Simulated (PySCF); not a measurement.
# trifluoroacetaldehyde (C2HF3O): runs on many settings

Aim: see how trifluoroacetaldehyde (C2HF3O) (`O=CC(F)(F)F`) answers to the choice of functional, basis, grid and SCF options.

Programs: PySCF 2.14.0, with density-fitted response routines of our own. Each step states its level of theory. These are calculated values for one molecule, in the gas phase or a continuum, unless marked as measured. Atoms count from 0, in the outputs and in this text.

### Step 1. Starting geometry

7 atoms, charge 0, multiplicity 1; geometry from: GFN2-xTB.

Bonds of the start (Å): O0–C1 1.19, C1–C2 1.55, C2–F3 1.34, C2–F4 1.33, C2–F5 1.34, C1–H6 1.10.

### Step 2. Shielding tensors: PBE0/pcSseg-1

Job settings and geometry (Å):

```
{"job": {"kind": "nmr", "xc": "PBE0", "basis": "pcSseg-1"}, "charge": 0, "multiplicity": 1}
O      1.473341    -0.986782    -0.655182
C      0.913399    -0.029614    -0.234818
C     -0.592109    -0.007525     0.137409
F     -0.741825     0.325855     1.427264
F     -1.201227    -1.170697    -0.058737
F     -1.231952     0.921541    -0.586794
H      1.383708     0.952126    -0.056220
```

With the program's defaults for keys left out, this is: GIAO PBE0/pcSseg-1 NMR shielding, non-relativistic, gas phase.

Command:

```console
> OMP_NUM_THREADS=1 python probes_run.py task.json out
```

The driver reads the jobs from task.json and runs them one after another.

The program printed:

```text
coarse grid: 7136 points
cycle   1  E = -450.7699402572  dE =  1.107e+00  |g| = 1.130e+00  |ddm| = 2.326e+00
cycle   2  E = -450.0880762884  dE =  6.819e-01  |g| = 2.271e+00  |ddm| = 2.047e+00
cycle   3  E = -450.9896458148  dE = -9.016e-01  |g| = 2.367e-01  |ddm| = 1.578e+00
cycle   4  E = -450.9969923157  dE = -7.347e-03  |g| = 1.225e-01  |ddm| = 1.883e-01
cycle   5  E = -450.9994272421  dE = -2.435e-03  |g| = 1.176e-02  |ddm| = 7.229e-02
cycle   6  E = -450.9994527245  dE = -2.548e-05  |g| = 3.852e-03  |ddm| = 7.775e-03
cycle   7  E = -450.9994554355  dE = -2.711e-06  |g| = 1.143e-03  |ddm| = 3.628e-03
final grid: 73808 points
cycle   8  E = -451.0647835580  dE = -1.741e-05  |g| = 1.165e-02  |ddm| = 1.532e-02
cycle   9  E = -451.0647094726  dE =  7.409e-05  |g| = 2.342e-02  |ddm| = 1.848e-02
cycle  10  E = -451.0648072771  dE = -9.780e-05  |g| = 1.206e-03  |ddm| = 1.324e-02
cycle  11  E = -451.0648075096  dE = -2.325e-07  |g| = 2.220e-04  |ddm| = 7.941e-04
cycle  12  E = -451.0648075159  dE = -6.355e-09  |g| = 5.552e-05  |ddm| = 1.259e-04
cycle  13  E = -451.0648075165  dE = -5.361e-10  |g| = 1.925e-05  |ddm| = 5.034e-05
converged SCF energy = -451.0648075165

GIAO shielding tensors (ppm)
atom      isotropic    diamagn.    paramagn.     s11        s22        s33       span
  0 O     -370.181     395.949    -766.130  -1020.647   -485.409    395.514   1416.161
  1 C       -0.081     249.226    -249.306    -98.194     13.383     84.568    182.763
  2 C       63.133     241.758    -178.624     45.509     60.541     83.350     37.842
  3 F      263.509     472.644    -209.135    177.375    269.133    344.018    166.643
  4 F      279.877     471.753    -191.876    200.781    291.995    346.854    146.073
  5 F      263.535     472.620    -209.086    177.481    269.149    343.974    166.492
  6 H       22.328      27.233      -4.905     21.033     21.336     24.614      3.581
```

It took 19 s on 1 thread, shared host.

The references, computed at this level on geometries of the same kind, shield at (ppm): ¹H TMS 31.72, ¹³C TMS 186.9, ¹⁹F CFCl3 170.9, ¹⁷O H2O 336.1. Their shielding less the atom's gives the shift. The references are single molecules in the gas phase, so shifts against H2O, NH3, PH3, H3PO4 or CFCl3 are not on the usual liquid scales and can be off by tens of ppm. Atoms listed in one row are averaged.

| atoms | environment | σ (ppm) | δ (ppm) | δ scaled to CDCl3 |
| --- | --- | --- | --- | --- |
| C1 | aldehyde carbonyl carbon | -0.1 | 187.0 | 180.6 |
| C2 | CF3 carbon | 63.1 | 123.8 | 118.9 |
| H6 | hydrogen on an aldehyde carbonyl carbon | 22.33 | 9.39 | 8.96 |
| O0 | aldehyde oxygen | -370.2 | 706.3 | – |
| F3, F4, F5 | fluorine of a CF3 group | 269.0 | -98.0 | – |

The scaled column applies a straight-line fit of computed shieldings to shifts measured in CDCl3, and one for carbons that bear F (root-mean-square error 0.16 ppm for H, 1.9 ppm for C).

Charges from the same density, by scheme (e):

| atoms | Mulliken | IAO | Hirshfeld | ESP fit |
| --- | --- | --- | --- | --- |
| O0 | -0.29 | -0.31 | -0.18 | -0.36 |
| C1 | 0.19 | 0.23 | 0.13 | 0.35 |
| C2 | 0.75 | 0.77 | 0.25 | 0.55 |
| F3, F4, F5 | -0.26 | -0.27 | -0.09 | -0.19 |

Mayer bond orders: O0–C1 2.08, C1–C2 0.88, C2–F3 1.00, C2–F4 1.05, C2–F5 1.00.

### Step 3. Excited states and response: PBE0/def2-SVPD

Settings changed since step 2:

```diff
@@ -1,2 +1,2 @@
-{"job": {"kind": "nmr", "xc": "PBE0", "basis": "pcSseg-1"}, "charge": 0, "multiplicity": 1}
+{"job": {"kind": "uv", "xc": "PBE0", "basis": "def2-SVPD", "nstates": 6, "ntriplets": 2}, "charge": 0, "multiplicity": 1}
 O      1.473341    -0.986782    -0.655182
```

With the program's defaults for keys left out, this is: TDDFT PBE0/def2-SVPD, vertical, gas phase, core orbitals frozen in the response.

The program printed:

```text
coarse grid: 7136 points
cycle   1  E = -450.5041291624  dE =  1.069e+00  |g| = 1.068e+00  |ddm| = 3.183e+00
cycle   2  E = -449.8453214113  dE =  6.588e-01  |g| = 2.180e+00  |ddm| = 2.588e+00
cycle   3  E = -450.7111369767  dE = -8.658e-01  |g| = 2.290e-01  |ddm| = 1.916e+00
cycle   4  E = -450.7186851964  dE = -7.548e-03  |g| = 1.116e-01  |ddm| = 2.625e-01
cycle   5  E = -450.7208404799  dE = -2.155e-03  |g| = 1.120e-02  |ddm| = 9.010e-02
cycle   6  E = -450.7208616512  dE = -2.117e-05  |g| = 3.966e-03  |ddm| = 1.140e-02
cycle   7  E = -450.7208646257  dE = -2.975e-06  |g| = 1.195e-03  |ddm| = 4.351e-03
final grid: 73808 points
cycle   8  E = -450.7868759816  dE = -9.363e-06  |g| = 1.130e-02  |ddm| = 4.839e-02
cycle   9  E = -450.7868038220  dE =  7.216e-05  |g| = 2.266e-02  |ddm| = 2.442e-02
cycle  10  E = -450.7868991237  dE = -9.530e-05  |g| = 1.388e-03  |ddm| = 1.720e-02
cycle  11  E = -450.7868994560  dE = -3.323e-07  |g| = 1.523e-04  |ddm| = 1.134e-03
cycle  12  E = -450.7868994593  dE = -3.393e-09  |g| = 5.050e-05  |ddm| = 1.772e-04
cycle  13  E = -450.7868994598  dE = -4.121e-10  |g| = 2.127e-05  |ddm| = 5.753e-05
converged SCF energy = -450.7868994598

Static polarisability (au): isotropic 30.887, principal 26.164 30.729 35.767

Singlet excitations
state   eV       nm        f      main configurations
  1   4.1631    297.8   0.00000   H->L 0.99
  2   8.3293    148.9   0.02241   H->L+1 0.94
  3   8.5743    144.6   0.00171   H-3->L 0.84, H-4->L 0.12
  4   8.7122    142.3   0.00243   H-1->L 0.56, H-2->L 0.44
  5   9.0349    137.2   0.00008   H-4->L 0.75, H-3->L 0.13
  6   9.2065    134.7   0.08522   H-2->L 0.29, H-5->L 0.27, H-1->L 0.23

Triplet excitations (Tamm-Dancoff, eV): 3.4485 5.9867
```

Wall time 26 s (1 thread, shared host).

The orbitals next to the gap, with their largest atomic shares:

| orbital | eV | atoms |
| --- | --- | --- |
| HOMO−3 | -12.80 | F4 48 %, O0 17 %, C1 13 % |
| HOMO−2 | -12.51 | F3 26 %, F5 26 %, O0 25 % |
| HOMO−1 | -12.47 | F4 30 %, O0 23 %, F5 18 % |
| HOMO | -8.95 | O0 57 %, C1 16 %, C2 9 % |
| LUMO | -2.35 | C1 42 %, O0 37 %, C2 6 % |
| LUMO+1 | 0.70 | C1 32 %, H6 20 %, C2 16 % |
| LUMO+2 | 1.57 | O0 18 %, H6 18 %, C2 16 % |

With each of the 6 states as a Gaussian band of 0.4 eV half-width at 1/e, the curve within the window shown has maxima at 134 nm (ε 3,500) L/(mol cm). Beyond the last state computed it falls off for lack of states. The curve at chosen wavelengths:

| nm | ε (L/mol/cm) |
| --- | --- |
| 130 | 1969 |
| 139 | 2110 |
| 147 | 1051 |
| 156 | 336 |
| 165 | 12 |
| 173 | 0 |
| 182 | 0 |
| 191 | 0 |
| 199 | 0 |
| 208 | 0 |
| 217 | 0 |
| 225 | 0 |
| 234 | 0 |
| 243 | 0 |
| 252 | 0 |
| 260 | 0 |
| 269 | 0 |
| 278 | 0 |
| 286 | 0 |
| 295 | 0 |
| 304 | 0 |
| 312 | 0 |
| 321 | 0 |
| 330 | 0 |
| 338 | 0 |
| 347 | 0 |

Ground-state properties from the same run:

| property | computed |
| --- | --- |
| dipole moment (D) | 1.77 |
| polarisability (Å³) | 4.58 |
| HOMO–LUMO gap (eV) | 6.60 |
| −ε(HOMO) (eV) | 8.95 |

### Step 4. NMR shieldings: PBE0/6-31G*

Settings changed since step 3:

```diff
@@ -1,2 +1,2 @@
-{"job": {"kind": "uv", "xc": "PBE0", "basis": "def2-SVPD", "nstates": 6, "ntriplets": 2}, "charge": 0, "multiplicity": 1}
+{"job": {"kind": "nmr", "xc": "PBE0", "basis": "6-31G*", "pop": true}, "charge": 0, "multiplicity": 1}
 O      1.473341    -0.986782    -0.655182
```

Method: GIAO PBE0/6-31G* NMR shielding, non-relativistic, gas phase.

The program printed:

```text
coarse grid: 7136 points
cycle   1  E = -450.8478820933  dE =  1.112e+00  |g| = 1.149e+00  |ddm| = 2.739e+00
cycle   2  E = -450.1347145709  dE =  7.132e-01  |g| = 2.291e+00  |ddm| = 2.282e+00
cycle   3  E = -451.0842502463  dE = -9.495e-01  |g| = 2.366e-01  |ddm| = 1.712e+00
cycle   4  E = -451.0922208955  dE = -7.971e-03  |g| = 1.166e-01  |ddm| = 2.205e-01
cycle   5  E = -451.0946062721  dE = -2.385e-03  |g| = 1.115e-02  |ddm| = 7.791e-02
cycle   6  E = -451.0946329963  dE = -2.672e-05  |g| = 3.447e-03  |ddm| = 1.107e-02
cycle   7  E = -451.0946352519  dE = -2.256e-06  |g| = 9.841e-04  |ddm| = 3.545e-03
final grid: 73808 points
cycle   8  E = -451.0883084771  dE = -6.253e-06  |g| = 1.125e-02  |ddm| = 1.557e-02
cycle   9  E = -451.0882457186  dE =  6.276e-05  |g| = 2.154e-02  |ddm| = 1.965e-02
cycle  10  E = -451.0883313474  dE = -8.563e-05  |g| = 1.759e-03  |ddm| = 1.378e-02
cycle  11  E = -451.0883318878  dE = -5.404e-07  |g| = 1.324e-04  |ddm| = 1.236e-03
cycle  12  E = -451.0883318905  dE = -2.694e-09  |g| = 6.537e-05  |ddm| = 1.336e-04
cycle  13  E = -451.0883318913  dE = -8.603e-10  |g| = 1.424e-05  |ddm| = 6.095e-05
converged SCF energy = -451.0883318913

GIAO shielding tensors (ppm)
atom      isotropic    diamagn.    paramagn.     s11        s22        s33       span
  0 O     -301.485     393.360    -694.845   -902.906   -405.818    404.269   1307.175
  1 C       20.121     252.491    -232.370    -62.568     21.696    101.234    163.802
  2 C       78.321     240.894    -162.574     61.287     75.983     97.691     36.405
  3 F      283.495     472.352    -188.856    206.204    289.588    354.693    148.489
  4 F      298.701     471.851    -173.150    228.474    309.134    358.497    130.023
  5 F      283.513     472.323    -188.810    206.301    289.578    354.660    148.359
  6 H       22.919      27.112      -4.193     21.114     22.289     25.354      4.239
```

It took 14 s on 1 thread, shared host.

Key values: δ C1 176.3, C2 118.1, O0 627.4, F3 -96.0, H6 9.49 ppm (means over like atoms).

### Step 5. NMR shieldings: PBE0/6-31++G**

Settings changed since step 4:

```diff
@@ -1,2 +1,2 @@
-{"job": {"kind": "nmr", "xc": "PBE0", "basis": "6-31G*", "pop": true}, "charge": 0, "multiplicity": 1}
+{"job": {"kind": "nmr", "xc": "PBE0", "basis": "6-31++G**", "pop": true, "scf": {"aux": "def2-universal-jkfit"}}, "charge": 0, "multiplicity": 1}
 O      1.473341    -0.986782    -0.655182
```

With the program's defaults for keys left out, this is: GIAO PBE0/6-31++G** NMR shielding, non-relativistic, gas phase.

The program printed:

```text
final grid: 73808 points
cycle   1  E = -450.9009494818  dE =  1.127e+00  |g| = 1.058e+00  |ddm| = 2.739e+00
cycle   2  E = -450.2402128712  dE =  6.607e-01  |g| = 2.174e+00  |ddm| = 2.845e+00
cycle   3  E = -451.1075636877  dE = -8.674e-01  |g| = 2.224e-01  |ddm| = 2.168e+00
cycle   4  E = -451.1145614037  dE = -6.998e-03  |g| = 1.116e-01  |ddm| = 2.355e-01
cycle   5  E = -451.1167370078  dE = -2.176e-03  |g| = 1.062e-02  |ddm| = 1.005e-01
cycle   6  E = -451.1167568924  dE = -1.988e-05  |g| = 3.915e-03  |ddm| = 9.573e-03
cycle   7  E = -451.1167598159  dE = -2.924e-06  |g| = 1.196e-03  |ddm| = 4.161e-03
cycle   8  E = -451.1167600417  dE = -2.258e-07  |g| = 4.606e-04  |ddm| = 1.556e-03
cycle   9  E = -451.1167600792  dE = -3.753e-08  |g| = 3.381e-05  |ddm| = 4.921e-04
cycle  10  E = -451.1167600795  dE = -2.456e-10  |g| = 8.022e-06  |ddm| = 5.908e-05
converged SCF energy = -451.1167600795

GIAO shielding tensors (ppm)
atom      isotropic    diamagn.    paramagn.     s11        s22        s33       span
  0 O     -291.646     387.951    -679.597   -873.442   -398.158    396.663   1270.105
  1 C       21.632     254.816    -233.184    -63.981     26.226    102.649    166.630
  2 C       78.413     246.465    -168.052     59.699     77.002     98.538     38.839
  3 F      275.970     469.101    -193.130    192.298    281.487    354.126    161.829
  4 F      289.335     469.435    -180.100    212.095    300.250    355.660    143.565
  5 F      275.989     469.071    -193.082    192.391    281.472    354.103    161.712
  6 H       22.180      26.908      -4.728     21.018     21.324     24.200      3.182
```

Wall time 20 s (1 thread, shared host).

Key values: δ C1 176.8, C2 120.1, O0 629.7, F3 -89.3, H6 9.67 ppm (means over like atoms).

### Step 6. TDDFT and polarisability: B97-2/def2-SVPD in water

Job settings and geometry (Å):

```
{"job": {"kind": "uv", "xc": "B97-2", "basis": "def2-SVPD", "solvent": "water", "nstates": 1, "ntriplets": 2, "tda": false, "scf": {"conv": 1e-11, "aux": "def2-qzvpp-jkfit"}}, "charge": 0, "multiplicity": 1}
O      1.473341    -0.986782    -0.655182
C      0.913399    -0.029614    -0.234818
C     -0.592109    -0.007525     0.137409
F     -0.741825     0.325855     1.427264
F     -1.201227    -1.170697    -0.058737
F     -1.231952     0.921541    -0.586794
H      1.383708     0.952126    -0.056220
```

Level: TDDFT B97-2/def2-SVPD, vertical, IEF-PCM water (non-equilibrium linear response), core orbitals frozen in the response.

The program printed:

```text
final grid: 73808 points
cycle   1  E = -450.8812168325  dE =  1.048e+00  |g| = 1.081e+00  |ddm| = 3.194e+00
cycle   2  E = -450.2842107551  dE =  5.970e-01  |g| = 2.105e+00  |ddm| = 2.554e+00
cycle   3  E = -451.0908933558  dE = -8.067e-01  |g| = 2.035e-01  |ddm| = 1.826e+00
cycle   4  E = -451.0968314550  dE = -5.938e-03  |g| = 1.008e-01  |ddm| = 2.402e-01
cycle   5  E = -451.0985927184  dE = -1.761e-03  |g| = 9.338e-03  |ddm| = 8.580e-02
cycle   6  E = -451.0986089374  dE = -1.622e-05  |g| = 3.302e-03  |ddm| = 1.163e-02
cycle   7  E = -451.0986110293  dE = -2.092e-06  |g| = 9.317e-04  |ddm| = 3.396e-03
cycle   8  E = -451.0986111585  dE = -1.292e-07  |g| = 3.956e-04  |ddm| = 9.718e-04
cycle   9  E = -451.0986111854  dE = -2.687e-08  |g| = 3.783e-05  |ddm| = 3.594e-04
cycle  10  E = -451.0986111856  dE = -2.573e-10  |g| = 1.135e-05  |ddm| = 5.041e-05
cycle  11  E = -451.0986111856  dE = -2.660e-11  |g| = 2.594e-06  |ddm| = 1.332e-05
cycle  12  E = -451.0986111856  dE =  1.023e-12  |g| = 3.579e-07  |ddm| = 2.916e-06
converged SCF energy = -451.0986111856

Static polarisability (au): isotropic 37.608, principal 31.709 36.938 44.178

Singlet excitations
state   eV       nm        f      main configurations
  1   4.3092    287.7   0.00000   H->L 0.99

Triplet excitations (Tamm-Dancoff, eV): 3.7077 6.2893
```

Wall time 23 s (1 thread, shared host).

In short: HOMO -8.44 eV, LUMO -2.11 eV; lowest singlet 4.31 eV.

### Step 7. Run by run: NMR shifts

Shifts (ppm), means over like atoms, with basis size and wall time:

| run | C1 | C2 | H6 | O0 | F3 | functions | time |
| --- | --- | --- | --- | --- | --- | --- | --- |
| PBE0/pcSseg-1 | 187.0 | 123.8 | 9.39 | 706.3 | -98.0 | 107 | 19 s |
| PBE0/6-31G* | 176.3 | 118.1 | 9.49 | 627.4 | -96.0 | 86 | 14 s |
| PBE0/6-31++G** | 176.8 | 120.1 | 9.67 | 629.7 | -89.3 | 114 | 20 s |

### Step 8. Run by run: electronic excitations

Excitations and ground-state properties, with basis size and wall time:

| run | lowest singlet (eV) | brightest (eV) | f | gap (eV) | α (Å³) | μ (D) | functions | time |
| --- | --- | --- | --- | --- | --- | --- | --- | --- |
| PBE0/def2-SVPD | 4.16 | 9.21 | 0.085 | 6.60 | 4.58 | 1.77 | 140 | 26 s |
| B97-2/def2-SVPD in water | 4.31 | 4.31 | 0.000 | 6.33 | 5.57 | 2.32 | 140 | 23 s |

### Step 9. Summary of results

| quantity | value |
| --- | --- |
| ¹³C shifts against TMS (PBE0/pcSseg-1) | 187.0, 123.8 ppm |
| ¹H shifts against TMS (PBE0/pcSseg-1) | 9.39 ppm |
| ¹⁷O shifts against H2O (PBE0/pcSseg-1) | 706.3 ppm |
| ¹⁹F shifts against CFCl3 (PBE0/pcSseg-1, means over atoms taken as alike) | -98.0 ppm |
| lowest singlet (PBE0/def2-SVPD) | 4.16 eV (298 nm), f = 0.000 |
| brightest single state of those computed | state 6, 9.21 eV, f = 0.085 |
| lowest triplet | 3.45 eV |
| range of the shift of O0 | 627.4 to 706.3 ppm |
| range of the lowest singlet | 4.16 to 4.31 eV |

**Reading.** Single values in the summary come from the first run of each kind that ended normally (PBE0/pcSseg-1; PBE0/def2-SVPD), which need not be the best level. C1 (aldehyde carbonyl carbon) lies farthest downfield among carbon, at 187.0 ppm; the double bond to the heteroatom, with no lone-pair donor beside it, deshields it most. At PBE0/pcSseg-1: Shielding is most anisotropic at O0 (span 1416 ppm, paramagnetic term -766 ppm). The first singlet state (HOMO→LUMO 0.99) lies at 4.16 eV and is dark; of the 6 states computed, the strongest absorption comes from state 6 at 9.21 eV (the last computed, so partners may be missing). The lowest triplet lies 0.71 eV below the lowest singlet (triplets in Tamm-Dancoff, singlets in full TDDFT). States above −ε(HOMO) lie where TDDFT describes them poorly and they hang on the basis; the brightest is among them. In ppm, O0 moves most: its shift spreads over 78.8 ppm, from 627.4 (PBE0/6-31G*) to 706.3 (PBE0/pcSseg-1). The lowest singlet runs from 4.16 eV (PBE0/def2-SVPD) to 4.31 eV (B97-2/def2-SVPD in water), while the orbital gap spans 6.33 to 6.60 eV. The lowest state need not be the same one in every run. The runs solved for a few states only, so the brightest column depends on that window.
